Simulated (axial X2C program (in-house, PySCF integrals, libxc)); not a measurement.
# SP: properties at the nuclei

Aim: properties at the nuclei of SP, with spin–orbit coupling in the Hamiltonian from the start.

The runs use an in-house X2C program for linear molecules on PySCF integrals; two-component X2C with atomic mean-field terms, S dyall-av3z, P dyall-v3z.

All values are calculated.

### 1 The job

Contents of task.json:

```json
{
 "zs": [
  16,
  15
 ],
 "q": 0,
 "bas": [
  "dyall-av3z",
  "dyall-v3z"
 ],
 "r0": 1.96,
 "levels": [
  "PBE0",
  "HF",
  "LDA",
  "B3LYP",
  "TPSSh"
 ],
 "nst": 3
}
```

Keys: zs atomic numbers; q charge; bas basis sets; r0 starting distance in Å; levels methods (HF also brings MP2); nst determinants followed.

Command:

```
python soeom.py task.json out
```

After this run come: Expectation values, lowest determinant; Expectation values, a higher determinant; Expectation values, a higher determinant.

Before running it: what results should come out? Wanted: lowest determinant; Eeff magnitude; Ws magnitude S; A∥/gI S; qzz S; higher determinant (for each run or level that gives them).

**Answer**, as computed:

| quantity | value |
| --- | --- |
| lowest determinant | Ω = 1/2 (excess of +ω over −ω: ω = 1/2) |
| Eeff magnitude (GV/cm), PBE0 | 0.0105 |
| Ws magnitude S (kHz), PBE0 | 0.00294 |
| A∥/gI S (MHz), PBE0 | 481 |
| qzz S (a.u.), PBE0 | 0.05 |
| higher determinant | Ω = 3/2 (excess of +ω over −ω: ω = 3/2) |
| Eeff magnitude (GV/cm), PBE0, higher determinant | 0.0111 |
| Ws magnitude S (kHz), PBE0, higher determinant | 0.0012 |
| A∥/gI S (MHz), PBE0, higher determinant | 120 |
| qzz S (a.u.), PBE0, higher determinant | 0.04 |
| higher determinant | Ω = 5/2 (excess of +ω over −ω: ω = -1/2, 2 × ω = 3/2) |
| Eeff magnitude (GV/cm), PBE0, higher determinant | 0.012 |
| Ws magnitude S (kHz), PBE0, higher determinant | 0.00312 |
| A∥/gI S (MHz), PBE0, higher determinant | 94.1 |
| qzz S (a.u.), PBE0, higher determinant | -0.40 |

In the first state, the effective field runs from 0.00594 to 0.0664 GV/cm over the mean-field levels, so the levels don't agree on it. The expectation values come from single determinants, which for open shells can mix terms of unlike spin or miss the lowest Ω, so a determinant need not be a state. Eeff is the effective electric field on the electron dipole moment in this Ω state and Ws the scalar–pseudoscalar constant (defined with the proton number Z and per Ω); A∥ is the parallel hyperfine constant, which follows by multiplying with the nuclear g factor gI = μI/(I μN); qzz is the electric field gradient, eQq0 = 234.96 MHz × Q/barn × qzz; μ is positive if P is the positive end. The operators were transformed with the bare-nucleus X2C matrices. A second determinant lies within 0.1 eV of the first, so their order is not settled at this level.
